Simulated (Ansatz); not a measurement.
Start from GaP in the zinc blende structure (space group F-43m, No. 216; a = 5.506 Å).

Computed with PBE in Ansatz (plane waves to 420 eV, PAW, spin-orbit coupling left out).

```
level  band gap  lattice parameter a
-----  --------  -------------------
PBE     1.58 eV              5.506 Å
```

What does experiment give, and how far off is each level?

Measured: band gap 2.43 eV (static lattice; corrected from measurement; as listed in Wei Chen et al., Physical Review Materials (2018)); lattice parameter a 5.439 Å (static lattice; corrected from measurement; as listed in Daniel Mejia-Rodriguez, S. B. Trickey, Phys. Rev. B (2018)). Computed minus measured — band gap: PBE -0.85 eV; lattice parameter a: PBE +1.2 %. A measured gap can be an optical one, lowered by exciton binding. Levels without spin-orbit coupling miss its lowering of the gap, often about a third of the valence-band splitting.

No phonon test of stability was made. The real GaP has an indirect gap at ambient pressure; PBE orders its close-lying valleys differently.

Ansatz is a program for electronic structure.
